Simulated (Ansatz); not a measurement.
`N#CCCl`. Total charge 0; spin multiplicity 1. All single points use the PBE0-D4/def2-TZVP geometry.

```xyz
6

N     0.502   -1.375   -1.587
C     0.214   -0.619   -0.772
C    -0.163    0.350    0.238
Cl    0.451   -0.102    1.841
H    -1.249    0.419    0.298
H     0.245    1.328   -0.017
```

Q: What is the dipole moment at B3LYP/def2-TZVPP? (Best estimate.)

A: Ansatz gave: 3.30 D, with components (-1.40, 2.73, 1.22) D in this frame, pointing from negative to positive charge.

Q: And with PBE, r2SCAN, ωB97M-V? (Estimate.)

A: The calculation gave: PBE 3.22 D, r2SCAN 3.31 D, ωB97M-V 3.31 D.

Q: Give the Mulliken charges with B3LYP, PBE, ωB97M-V in def2-TZVPP. (An estimate is asked.)

A: The calculation gave: 
```tsv
atom	B3LYP	PBE	ωB97M-V
N1	0.02	0.08	-0.01
C2	-0.22	-0.29	-0.16
C3	0.00	0.02	-0.08
Cl4	-0.10	-0.09	-0.06
H5	0.15	0.14	0.16
H6	0.15	0.14	0.16
```

B3LYP here is the variant with VWN-RPA as its local correlation; programs differ in this.
